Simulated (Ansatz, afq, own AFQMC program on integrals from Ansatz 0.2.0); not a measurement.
BH, singlet → BH, triplet, worked out

```xyz
2

B     0.0000    0.0000    0.0000
H     0.0000    0.0000    1.2410
```

Both states at this geometry.

Basis cc-pVTZ. Noble-gas cores (and the filled d shells of Ga–Kr and In–Xe) are frozen. AFQMC by an in-house program on the Cholesky factors that Ansatz 0.2.0 writes for its CCSD(T) run. The CISD trial takes its coefficients from CCSD amplitudes. Released means that phaseless walkers are propagated on without the constraint, phases kept. Error bars are statistical, one sigma.

Total energies in eV. CBS is CCSD(T) at the limit of def2-TZVPP/QZVPP (extrapolated itself); the highest rung of each member is named.

Cautions: BH (singlet): restricted determinant unstable towards unrestricted (UHF 176 meV lower, ⟨S²⟩ 0.48); BH (triplet): another spin lies lower.

| member | count | CCSD(T)/cc-pVTZ | highest rung in cc-pVTZ | which | CCSD(T)/CBS |
| --- | --- | --- | --- | --- | --- |
| BH, triplet | +1 | -685.2202 | -685.2327 | FCI | -685.3949 |
| BH, singlet | -1 | -686.5597 | -686.5739 | FCI | -686.7473 |

Q: Work out the best estimate of the vertical spin gap: the CCSD(T)/CBS difference plus the step from CCSD(T) to the highest rung.

A: Sums with the counts: CCSD(T)/CBS 1.3524 eV, highest rung 1.3412 eV, CCSD(T)/cc-pVTZ 1.3395 eV. The step is 1.3412 − 1.3395 = 0.0017 eV, so the best estimate is 1.3524 + (0.0017) = 1.3541 eV. The basis set is worth 0.013 eV of it. Zero-point, core-correlation and spin–orbit terms aren't in it.

Best estimates are given only where the step beyond CCSD(T) is under 0.3 eV and no member's determinant is very poor (T1 over 0.05, or 0.07 for open shells, ⟨S²⟩ too high by 0.3, two states mixed), so the hardest cases are missing from such tables.

Each member of a difference takes its own highest rung, so a best estimate needn't equal the limit plus the step of one row.
